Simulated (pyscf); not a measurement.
This saddle point was located with ωB97X-D3(BJ)/def2-SVP in PySCF.

```xyz
9

O     -1.8150     0.8926    -0.7957
Si    -0.8123    -0.1381     0.4140
F      0.3875    -1.1102     1.0257
H     -2.6530     0.5049    -1.0738
H     -1.9440    -1.0812     0.6229
H     -0.5579     1.0481     1.2644
O      0.0902    -0.1357    -1.2232
H     -0.7040     0.5688    -1.5066
H      1.0376     0.0476    -1.2725
```

Surface: singlet, charge 0. Lowest wavenumbers (cm⁻¹): 769i, 167, 299, 394, 442.

Q: What reaction is this the transition state of?

A: `[OH2]` + `[OH][SiH2][F]` ⇌ `[OH][SiH2][F]` + `[OH2]`, a four-centre exchange read from left to right: H–O, O–Si broken and O–Si, H–O formed. At CCSD(T)/def2-TZVPP + ΔMP2(QZVPP) it lies +95.2 kJ/mol from the left side and +95.2 kJ/mol from the right (each side as separated species at their lowest minima found). On the reactant side the descent ends in a complex, 20.9 kJ/mol under the separated species and 103.4 kJ/mol under the saddle at ωB97X-D3(BJ)/def2-TZVP. At ωB97X-D3(BJ)/def2-TZVP the barrier from the zero used here is 82.5 kJ/mol. One saddle was located; it need not be the lowest between these sides. The CCSD(T) − MP2 part came from Ansatz, without density fitting, on the same reference.
